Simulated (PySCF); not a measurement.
Molecule (SMILES): F[Si](F)(F)F.
Geometry (B3LYP-D3(BJ)/def2-TZVP, fixed):
```
Si
F 1 1.5673
F 1 1.5673 2 109.47
F 1 1.5673 2 109.47 3 -120.00
F 1 1.5673 2 109.47 4 -120.00
```

How fast the lowest singlet excitation energy converges with the basis for several methods (PySCF): deviation from each method's own reference, in eV. References: CAM-B3LYP 10.929 eV, the value in aug-pcseg-2; PBE 9.468 eV, the value in aug-pcseg-2; PBE0 10.826 eV, the value in aug-pcseg-2. All functions are spherical. Density fitting with generated auxiliary sets. No added dispersion term, no relativity. Tamm-Dancoff approximation, the state taken by its order.

```
basis            functions  CAM-B3LYP     PBE  PBE0
---------------  ---------  ---------  ------  ----
6-31G                   49     -0.372  -0.276     ?
pcseg-0                 49     -0.119   0.024     ?
def2-SVP                74      0.485   0.563     ?
pcseg-1                 74      0.464   0.532     ?
aug-cc-pV(D+d)Z        124     -0.064  -0.073     ?
def2-TZVP              161      0.529   0.630     ?
def2-TZVPP             166      0.529   0.630     ?
def2-TZVPD             203      0.006   0.008     ?
def2-TZVPPD            208      0.006   0.007     ?
aug-pcseg-2            234      0.000   0.000     ?
aug-cc-pV(T+d)Z        239     -0.005  -0.004     ?
def2-QZVP              298      0.319   0.398     ?
```

Q: Fill in the missing entries.

A: 
- 6-31G, PBE0: -0.346
- pcseg-0, PBE0: -0.007
- def2-SVP, PBE0: 0.549
- pcseg-1, PBE0: 0.486
- aug-cc-pV(D+d)Z, PBE0: -0.063
- def2-TZVP, PBE0: 0.548
- def2-TZVPP, PBE0: 0.549
- def2-TZVPD, PBE0: 0.004
- def2-TZVPPD, PBE0: 0.004
- aug-pcseg-2, PBE0: 0.000
- aug-cc-pV(T+d)Z, PBE0: -0.008
- def2-QZVP, PBE0: 0.343

Mean absolute deviation over def2-TZVP, def2-TZVPP, def2-TZVPD, def2-TZVPPD, aug-cc-pV(T+d)Z: CAM-B3LYP 0.215, PBE0 0.223, PBE 0.256 eV.
